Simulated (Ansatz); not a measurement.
Reaction (substitution at a C–C bond): `CCSSCC` + `C=COCO` → `C=COCOC` + `CCSSC`

Gas-phase electronic energies from Ansatz, PBE0-D4/def2-TZVP geometries. CCSD(T)/CBS is the MP2 limit (def2-TZVPP, def2-QZVPP) plus CCSD(T) − MP2 in def2-TZVPP, frozen cores. DFT in def2-TZVPP. One conformer a species, not always the lowest.

| species | PBE0 energy (Eh) |
| --- | --- |
| `CCSSCC` | -954.45518 |
| `C=COCO` | -268.14514 |
| `C=COCOC` | -307.40920 |
| `CCSSC` | -915.17458 |

(1) Work out ΔE.

Largest T1 diagnostic among the species: 0.012.

## Answers

(1) ΔE = (-307.40920) + (-915.17458) − (-954.45518) − (-268.14514) = 0.01654 Eh = +10.4 kcal/mol. CCSD(T)/CBS gives +10.8 kcal/mol.

In def2-TZVPP, CCSD(T) changes the Hartree–Fock value by +2.9 kcal/mol (the triples alone add +0.3 kcal/mol) and MP2 by +4.4 kcal/mol. The D4 term adds +0.8 kcal/mol with B3LYP and +0.4 kcal/mol with PBE0; it sums over pairs of atoms, weighted by their polarisabilities, and B3LYP, whose exchange is more repulsive, gets the larger term.

B3LYP here is the variant with VWN-RPA as its local correlation; programs differ in this.
